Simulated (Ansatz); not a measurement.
The input, for Ansatz 0.2.0:

```yaml
crystal:
  periodic: [false, false, false]
  atoms:
    - {symbol: B, position_ang: [0.000000, -0.111211, 1.540321]}
    - {symbol: Al, position_ang: [0.000000, 0.124394, -0.522928]}
    - {symbol: H, position_ang: [0.000000, -2.137061, -2.522974]}
basis:
  gaussian: {orbitals: 6-31G}
magnetization: {spin_polarized: false, initial_magnetization: 1}
correlation: {method: fci, electrons: outside_noble_gas}
```

```sh
$ ansatz run in.yaml --threads 1 --pin off --events-out ev --progress --plain --max-ram 2393MiB
```

The program prints:

```
503 factors; integrals over basis functions are off by at most 1.6e-7 eV
mean field evaluation 1: about -7258.0148 eV, gradient 1.5e1 eV
mean field evaluation 2: about -7258.0158 eV, gradient 1.5e1 eV
mean field evaluation 4: about -7260.1677 eV, gradient 6.5e0 eV
mean field evaluation 8: about -7260.7869 eV, gradient 2.3e-1 eV
mean field evaluation 16: about -7260.8059 eV, gradient 2.4e-1 eV
mean field evaluation 32: about -7257.1882 eV, gradient 8.2e0 eV
mean field evaluation 64: about -7260.3803 eV, gradient 6.0e0 eV
mean field evaluation 96: about -7261.0938 eV, gradient 2.5e-1 eV
mean field evaluation 128: about -7261.2360 eV, gradient 1.2e0 eV
mean field evaluation 160: about -7261.2771 eV, gradient 1.1e0 eV
mean field evaluation 192: about -7261.0946 eV, gradient 2.4e-3 eV
mean field evaluation 224: about -7260.1654 eV, gradient 6.5e0 eV
mean field -7261.29164673 eV, -266.8475461371 hartree, gradient 6.6e-6 eV, S^2 0.750000; 16 other end points of the search recorded, 0 dependent functions left out
mean field evaluation 256: about -7260.7953 eV, gradient 4.9e-1 eV
determinant -7261.29164673 eV, -266.8475461371 hartree, with singles and doubles -7264.00719535 eV, -266.9473407084 hartree
determinant -7261.09464036 eV, -266.8403062864 hartree, with singles and doubles -7264.48124185 eV, -266.9647615957 hartree
determinant -7260.78935703 eV, -266.8290873310 hartree, with singles and doubles -7265.03761518 eV, -266.9852079386 hartree
unrestricted determinant -7263.12573897 eV, -266.9149477837 hartree, S^2 2.1174
6 core orbitals not correlated: weight in the atoms' cores, before any rotation towards them, 1.000 or more for the frozen orbitals, at most 0.000 for the correlated occupied ones
reference -7261.29164673 eV, -266.8475461371 hartree; 4, 3 occupied and 14, 15 virtual orbitals, 503 factors
state -7265.53735500 eV, -267.0035730382 hartree
6 core orbitals not correlated: weight in the atoms' cores, before any rotation towards them, 1.000 or more for the frozen orbitals, at most 0.000 for the correlated occupied ones
state -7265.53952218 eV, -267.0036526804 hartree
Total energy: -7265.53952218 eV, -267.0036526804 hartree
```

Ran on 1 thread of Arm Neoverse V2, shared host: 52 s wall, 0.29 GiB peak host memory.
